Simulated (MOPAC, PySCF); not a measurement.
Protons, H atoms and electrons added to or taken from C=C=O. All species are isolated molecules in the gas phase. One relaxed conformer stands for each flexible species; it need not be the lowest. Strings in code marks are SMILES.

Quantity: electronic energy of isomers of C2H3O (charge +1) relative to `C[C+]=O`, in kcal/mol. Semi-empirical values (MOPAC) are differences of heats of formation.

Level 1: B3LYP/6-31G* // PBE-D3(BJ)/def2-TZVP (PySCF)
Level 2: BP86/6-31G* // PBE-D3(BJ)/def2-TZVP (PySCF)
Level 3: PM3 // PBE-D3(BJ)/def2-TZVP (MOPAC)
Level 4: PM7 // PBE-D3(BJ)/def2-TZVP (MOPAC)

```csv
species,level 2,level 3,level 4
`C=C=[OH+]` (not the most basic site),41.4,40.6,44.8
```

Q: What does level 1 give for each?

A: 
- `C=C=[OH+]` (not the most basic site): 41.9
